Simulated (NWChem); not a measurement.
System: sulfur dioxide (SO$_{2}$); SMILES O=S=O

Parts of the log:

```
             Northwest Computational Chemistry Package (NWChem) 7.3.0
             --------------------------------------------------------

 C2V symmetry detected

                             Geometry "geometry" -> ""
                             -------------------------

 Output coordinates in angstroms (scale by  1.889725989 to convert to a.u.)

  No.       Tag          Charge          X              Y              Z
 ---- ---------------- ---------- -------------- -------------- --------------
    1 O                    8.0000     1.25038100     0.00000000     0.37134150
    2 S                   16.0000     0.00000000     0.00000000    -0.37134150
    3 O                    8.0000    -1.25038100     0.00000000     0.37134150

 Effective nuclear repulsion energy (a.u.)     106.6927956085

      Symmetry information
      --------------------

 Group name             C2v
 Group number             16
 Group order               4
 No. of unique centers     2

                                 NWChem DFT Module
                                 -----------------

 Summary of "ao basis" -> "ao basis" (spherical)
 ------------------------------------------------------------------------------
       Tag                 Description            Shells   Functions and Types
 ---------------- ------------------------------  ------  ---------------------
 O                         def2-tzvpd               14       40   6s4p3d1f
 S                         def2-tzvpd               16       46   6s6p3d1f

      Symmetry analysis of basis
      --------------------------

        a1         47
        a2         17
        b1         38
        b2         24

            General Information
            -------------------
          SCF calculation type: DFT
          Wavefunction type:  closed shell.
          No. of atoms     :     3
          No. of electrons :    32
           Alpha electrons :    16
            Beta electrons :    16
          Charge           :     0
          Spin multiplicity:     1
          Use of symmetry is: on ; symmetry adaption is: on
          Maximum number of iterations: 150
          AO basis - number of functions:   126
                     number of shells:    44
          Convergence on energy requested:  1.00D-06
          Convergence on density requested:  1.00D-05
          Convergence on gradient requested:  5.00D-04

              XC Information
              --------------
                         PBE0 Method XC Functional
                     Hartree-Fock (Exact) Exchange  0.250
          PerdewBurkeErnzerhof Exchange Functional  0.750
            Perdew 1991 LDA Correlation Functional  1.000 local
           PerdewBurkeErnz. Correlation Functional  1.000 non-local

             Grid Information
             ----------------
          Grid used for XC integration:  medium
          Radial quadrature: Mura-Knowles
          Angular quadrature: Lebedev.
          Tag              B.-S. Rad. Rad. Pts. Rad. Cut. Ang. Pts.
          ---              ---------- --------- --------- ---------
          O                   0.60       49          11.0       434
          S                   1.00       88          10.0       590
          Grid pruning is: on
          Number of quadrature shells:   137
          Spatial weights used:  Erf1

      Superposition of Atomic Density Guess
      -------------------------------------

 Sum of atomic energies:        -547.04853828

      Non-variational initial energy
      ------------------------------

 Total energy =    -547.855760
 1-e energy   =    -967.915403
 2-e energy   =     313.366848
 HOMO         =      -0.338815
 LUMO         =      -0.119072

      Symmetry analysis of molecular orbitals - initial
      -------------------------------------------------

  Numbering of irreducible representations:

     1 a1          2 a2          3 b1          4 b2

  Orbital symmetries:

     1 a1          2 b1          3 a1          4 a1          5 b1
     6 a1          7 b2          8 a1          9 b1         10 a1
    11 b1         12 b2         13 a1         14 a2         15 b1
    16 a1         17 b2         18 a1         19 b1         20 a1
    21 b2         22 b1         23 a1         24 a1         25 a2
    26 b1

     ---------------------------------------------
      Total Density - Mulliken Population Analysis
     ---------------------------------------------

    Atom       Charge   Shell Charges
 -----------   ------   -------------------------------------------------------
    1 O    8     8.71   0.79  1.18  0.61  0.98  0.28 -0.01  1.93  2.10  0.80  0.02  0.00  0.02  0.00  0.00
    2 S   16    14.58   2.01  0.49  1.48  1.02  0.82  0.08  4.14  1.71  0.69  1.36  0.37  0.00  0.15  0.21  0.01  0.05
    3 O    8     8.71   0.79  1.18  0.61  0.98  0.28 -0.01  1.93  2.10  0.80  0.02  0.00  0.02  0.00  0.00

   convergence    iter        energy       DeltaE   RMS-Dens  Diis-err
 ---------------- ----- ----------------- --------- --------- ---------
 d= 0,ls=0.0,diis     1   -548.2763752156 -6.55D+02  1.14D-02  1.46D+00
 d= 0,ls=0.0,diis     2   -548.0033035975  2.73D-01  6.73D-03  4.37D+00
 d= 0,ls=0.0,diis     3   -548.4077544727 -4.04D-01  8.90D-04  6.29D-02
 d= 0,ls=0.0,diis     4   -548.4124350723 -4.68D-03  2.94D-04  5.89D-03
 d= 0,ls=0.0,diis     5   -548.4129699592 -5.35D-04  2.02D-05  5.56D-05
  Resetting Diis
 d= 0,ls=0.0,diis     6   -548.4129738700 -3.91D-06  3.87D-06  2.97D-07
 d= 0,ls=0.0,diis     7   -548.4129739126 -4.26D-08  1.40D-06  2.71D-08

         Total DFT energy =     -548.412973912610
      One electron energy =     -967.700645615422
           Coulomb energy =      355.149874556948
    Exchange-Corr. energy =      -42.554998462664
 Nuclear repulsion energy =      106.692795608529

 Numeric. integr. density =       32.000002921532

                  Occupations of the irreducible representations
                  ----------------------------------------------

                     irrep           alpha         beta
                     --------     --------     --------
                     a1                8.0          8.0
                     a2                1.0          1.0
                     b1                5.0          5.0
                     b2                2.0          2.0

                       DFT Final Molecular Orbital Analysis
                       ------------------------------------

 Vector   14  Occ=2.000000D+00  E=-3.951717D-01  Symmetry=a2
              MO Center=  8.4D-15,  1.9D-15,  3.0D-01, r^2= 2.1D+00
   Bfn.  Coefficient  Atom+Function         Bfn.  Coefficient  Atom+Function
  ----- ------------  ---------------      ----- ------------  ---------------
     8      0.325563  1 O  py                94     -0.325563  3 O  py
    11      0.280785  1 O  py                97     -0.280785  3 O  py
    14      0.177646  1 O  py               100     -0.177646  3 O  py
    70      0.095472  2 S  d -2              65      0.094878  2 S  d -2

 Vector   15  Occ=2.000000D+00  E=-3.817435D-01  Symmetry=b1
              MO Center= -1.5D-13, -2.2D-15,  2.5D-01, r^2= 2.2D+00
   Bfn.  Coefficient  Atom+Function         Bfn.  Coefficient  Atom+Function
  ----- ------------  ---------------      ----- ------------  ---------------
     7      0.250392  1 O  px                93      0.250392  3 O  px
     9     -0.227114  1 O  pz                95      0.227114  3 O  pz
    10      0.209009  1 O  px                96      0.209009  3 O  px
    12     -0.195827  1 O  pz                98      0.195827  3 O  pz
    15     -0.144582  1 O  pz               101      0.144582  3 O  pz

 Vector   16  Occ=2.000000D+00  E=-3.554672D-01  Symmetry=a1
              MO Center=  1.6D-13, -2.2D-15, -3.9D-03, r^2= 2.2D+00
   Bfn.  Coefficient  Atom+Function         Bfn.  Coefficient  Atom+Function
  ----- ------------  ---------------      ----- ------------  ---------------
     9      0.290650  1 O  pz                95      0.290650  3 O  pz
    45      0.264202  2 S  s                 12      0.242712  1 O  pz
    98      0.242712  3 O  pz                58     -0.240442  2 S  pz
    44      0.198159  2 S  s                 15      0.148623  1 O  pz
   101      0.148623  3 O  pz                43     -0.135559  2 S  s

 Vector   17  Occ=0.000000D+00  E=-1.356198D-01  Symmetry=b2
              MO Center=  8.9D-15,  1.3D-15, -2.0D-01, r^2= 2.1D+00
   Bfn.  Coefficient  Atom+Function         Bfn.  Coefficient  Atom+Function
  ----- ------------  ---------------      ----- ------------  ---------------
    57      0.470140  2 S  py                60      0.445953  2 S  py
     8     -0.253875  1 O  py                94     -0.253875  3 O  py
    11     -0.222555  1 O  py                97     -0.222555  3 O  py
    14     -0.220363  1 O  py               100     -0.220363  3 O  py
    54      0.200849  2 S  py                48     -0.157007  2 S  py

 Vector   18  Occ=0.000000D+00  E= 6.948295D-03  Symmetry=a1
              MO Center=  1.8D-16, -1.8D-16,  2.9D-01, r^2= 6.5D+00
   Bfn.  Coefficient  Atom+Function         Bfn.  Coefficient  Atom+Function
  ----- ------------  ---------------      ----- ------------  ---------------
    46      2.627174  2 S  s                  6     -1.171121  1 O  s
    92     -1.171121  3 O  s                 45      0.839540  2 S  s
    61      0.834511  2 S  pz                64      0.568142  2 S  pz
    16      0.375215  1 O  px               102     -0.375215  3 O  px
     5     -0.354366  1 O  s                 91     -0.354366  3 O  s

 Vector   19  Occ=0.000000D+00  E= 2.249638D-02  Symmetry=a1
              MO Center=  1.6D-12,  4.8D-11, -2.4D+00, r^2= 7.1D+00
   Bfn.  Coefficient  Atom+Function         Bfn.  Coefficient  Atom+Function
  ----- ------------  ---------------      ----- ------------  ---------------
    46      3.162978  2 S  s                  6     -1.311059  1 O  s
    92     -1.311059  3 O  s                 64     -1.139896  2 S  pz
    18      0.674753  1 O  pz               104      0.674753  3 O  pz
    45      0.608321  2 S  s                 61      0.367007  2 S  pz
    16      0.341868  1 O  px               102     -0.341868  3 O  px

     ---------------------------------------------
      Total Density - Mulliken Population Analysis
     ---------------------------------------------

    Atom       Charge   Shell Charges
 -----------   ------   -------------------------------------------------------
    1 O    8     8.34   0.79  1.18  0.61  0.96  0.32  0.02  1.83  1.85  0.72  0.02  0.00  0.03  0.00  0.00
    2 S   16    15.32   2.01  0.48  1.48  1.14  0.72  0.04  4.17  1.67  0.87  1.71  0.30 -0.00  0.26  0.39  0.02  0.06
    3 O    8     8.34   0.79  1.18  0.61  0.96  0.32  0.02  1.83  1.85  0.72  0.02  0.00  0.03  0.00  0.00

     -------------------------------------------
      Total Density - Lowdin Population Analysis
     -------------------------------------------

    Atom       Charge   Shell Charges
 -----------   ------   -------------------------------------------------------
    1 O    8     8.44   0.88  1.09  0.57  0.63  0.31  0.13  1.70  1.86  0.86  0.14  0.00  0.05  0.22  0.00
    2 S   16    15.12   1.99  0.85  1.11  0.59  0.34  0.14  3.89  1.88  0.93  1.37  0.51  0.04  0.25  0.77  0.26  0.19
    3 O    8     8.44   0.88  1.09  0.57  0.63  0.31  0.13  1.70  1.86  0.86  0.14  0.00  0.05  0.22  0.00

     Multipole analysis of the density
     ---------------------------------

     L   x y z        total         alpha         beta         nuclear
     -   - - -        -----         -----         ----         -------
     0   0 0 0     -0.000000    -16.000000    -16.000000     32.000000

     1   1 0 0      0.000000      0.000000      0.000000      0.000000
     1   0 1 0     -0.000000     -0.000000     -0.000000      0.000000
     1   0 0 1     -0.678526     -0.339263     -0.339263      0.000000

     2   2 0 0    -19.977842    -54.654440    -54.654440     89.331039
     2   1 1 0      0.000000      0.000000      0.000000      0.000000
     2   1 0 1      0.000000      0.000000      0.000000      0.000000
     2   0 2 0    -15.564466     -7.782233     -7.782233      0.000000
     2   0 1 1      0.000000      0.000000      0.000000      0.000000
     2   0 0 2    -16.941325    -16.349545    -16.349545     15.757765
```

Level: PBE0/def2-TZVPD. Coordinates come from a PBE0/def2-SVP optimisation.

Problem. Reconstruct the input file.

Solution. Several could match; the one computed here: the input that was run:
```
start job
memory heap 200 mb stack 900 mb global 1100 mb
geometry units angstroms noautoz
  O      1.250381     0.000000     0.373591
  S      0.000000     0.000000    -0.369092
  O     -1.250381     0.000000     0.373591
end
basis spherical
  * library def2-tzvpd
end
dft
  xc pbe0
  iterations 150
  mulliken
end
task dft energy
```
